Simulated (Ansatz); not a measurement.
# AlPH (quartet): the correlation ladder at distance P2–H3 = 1.307 Å, 6-31G

How much of the correlation energy of AlPH (quartet) does each wave-function method recover here?

Method: 6-31G, core rule «outside noble gas», up to 10 orbitals frozen; program: Ansatz 0.2.0, Gaussian basis.

The runs, in order: UHF; CCSD(T) on ROHF; CCSD(T) on UHF; BCCD(T) on ROHF; CISD; CCSDT(Q) on ROHF; CCSDT(Q) on UHF; CCSDTQ on ROHF; CASSCF and MRCISD+Q, 5 electrons in 5 orbitals; CASSCF and NEVPT2, 5 electrons in 5 orbitals; CASSCF and MRCISD+Q, 9 electrons in 9 orbitals; CASSCF and NEVPT2, 9 electrons in 9 orbitals; Full CI.

12 further runs of the same task are left out: 10 that didn't finish, 2 set aside as unsound or not needed.

### 1 The system

The geometry derives from a PBE0/def2-TZVP stationary point (not a proven minimum). One bond is set to the value named and the two fragments are kept rigid.

3 atoms, charge 0, spin multiplicity 4.

Atoms are counted from 1 here; the program's logs count them from 0.

Bond lengths: Al1–P2 2.392 Å, P2–H3 1.307 Å. Angles: Al1–P2–H3 98.4°.

### 2 UHF

Input file in.yaml:

```yaml
crystal:
  periodic: [false, false, false]
  atoms:
    - {symbol: Al, position_ang: [0.000000, 0.036909, 1.300162]}
    - {symbol: P, position_ang: [0.000000, -0.071578, -1.089057]}
    - {symbol: H, position_ang: [0.000000, 1.211583, -1.337545]}
basis:
  gaussian: {orbitals: 6-31G}
magnetization: {spin_polarized: true, initial_magnetization: 3}
hamiltonian: {xc: hf}
output: {orbitals: {seedname: orbitals}}
```

Run with:

```
ansatz run in.yaml --threads 1 --pin off --events-out ev --progress --plain --max-ram 2393MiB
```

Further steps of the session: CCSD(T) on ROHF; CCSD(T) on UHF; BCCD(T) on ROHF; CISD; CCSDT(Q) on ROHF; CCSDT(Q) on UHF; CCSDTQ on ROHF; CASSCF and MRCISD+Q, 5 electrons in 5 orbitals; CASSCF and NEVPT2, 5 electrons in 5 orbitals; CASSCF and MRCISD+Q, 9 electrons in 9 orbitals; CASSCF and NEVPT2, 9 electrons in 9 orbitals; Full CI.

Q: Predict the results of all the runs planned. Wanted: FCI below the RHF energy; RMP2 from FCI; UMP2 from FCI; RCCSD from FCI; RCCSD(T) from FCI; UCCSD(T) from FCI; RCCSDT(Q) from FCI; UCCSDT(Q) from FCI; NEVPT2 pair from FCI.

As calculated:

```
                         quantity                                                                                                                        value
         FCI below the RHF energy                                                                                                                   -2.1572 eV
                    RMP2 from FCI                                                                                                                   +635.5 meV
                    UMP2 from FCI                                                                                                                   +622.8 meV
                   RCCSD from FCI                                                                                                                    +61.8 meV
                RCCSD(T) from FCI                                                                                                                    +17.1 meV
                UCCSD(T) from FCI                                                                                                                    +16.3 meV
               RCCSDT(Q) from FCI                                                                                                                     +0.6 meV
               UCCSDT(Q) from FCI                                                                                                                     -0.2 meV
             NEVPT2 pair from FCI                                                                                                                   +554.5 meV
           MRCISD+Q pair from FCI                                                                                                                     -1.8 meV
          NEVPT2 valence from FCI                                                                                                                   +257.4 meV
levels within 1 kcal/mol (43 meV)  RCCSD(T), UCCSD(T), BCCD(T), RCCSDT, UCCSDT, RCCSDT(Q), UCCSDT(Q), RCCSDTQ, MRCISD+Q pair, MRCISD valence, MRCISD+Q valence
                    T1 diagnostic                                                                                                                        0.039
   effectively unpaired electrons                                                                                                                         3.04
```

RCCSD(T) misses by +17.1 meV, 0.8 % of the correlation energy. One determinant dominates. Of the multireference levels listed MRCISD+Q pair comes nearest in total energy (-1.8 meV), which doesn't show that its space is the better one. These misses are within one basis, not against nature; the frozen cores of restricted and unrestricted runs differ, which can shift their rows.
